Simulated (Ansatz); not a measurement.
# Scan of [GeH$_{3}$···H···GeH$_{3}$], doublet

Starting geometry:

```xyz
9

Ge   -1.7174    0.0000    0.0000
H    -2.2289    1.4466    0.0000
H    -2.2289   -0.7233    1.2528
H    -2.2289   -0.7233   -1.2528
H    -0.1831    0.0000    0.0000
Ge    1.7216    0.0000    0.0000
H     2.1902   -1.4659    0.0000
H     2.1902    0.7330   -1.2695
H     2.1902    0.7330    1.2695
```

From there H5 is moved from one fragment to the other while all else, the fragments' distance too, stays fixed; atoms are numbered as listed. Energies are in kJ/mol, counted from the starting geometry at the same level.

Basis cc-pVDZ; Ansatz 0.2.0. Correlated methods freeze the noble-gas cores and the filled d shells of p-block atoms. Prefix R: restricted or restricted open-shell reference; prefix U: unrestricted. No spin–orbit coupling is included, and no scalar relativity.

Full CI isn't at hand for all of this; UCCSDT(Q) serves as the reference, and is uncertain by about the last step of the cluster series. The frozen core follows each run's orbitals, which can shift R against U totals by a few meV for light atoms and by up to 0.1 eV past Ca.

| distance Ge1-H5 (Å) | RHF |
| --- | --- |
| 1.534 | 0.0 |
| 1.588 | 1.4 |
| 1.695 | 5.5 |
| 1.802 | 3.7 |
| 1.909 | 0.3 |

Problem. Estimate the UCCSDT(Q) curve in cc-pVDZ from this one, knowing how RHF errs.

Solution. The computed UCCSDT(Q) values, in kJ/mol from the starting point, and the error of RHF against them:
```csv
distance Ge1-H5 (Å),UCCSDT(Q),RHF less UCCSDT(Q)
1.534,0.0,0.0
1.588,-2.3,3.7
1.695,-3.0,8.6
1.802,-2.8,6.5
1.909,0.6,-0.3
```

The error spans 8.9 kJ/mol and is largest, 8.6 kJ/mol, at 1.695 Å.
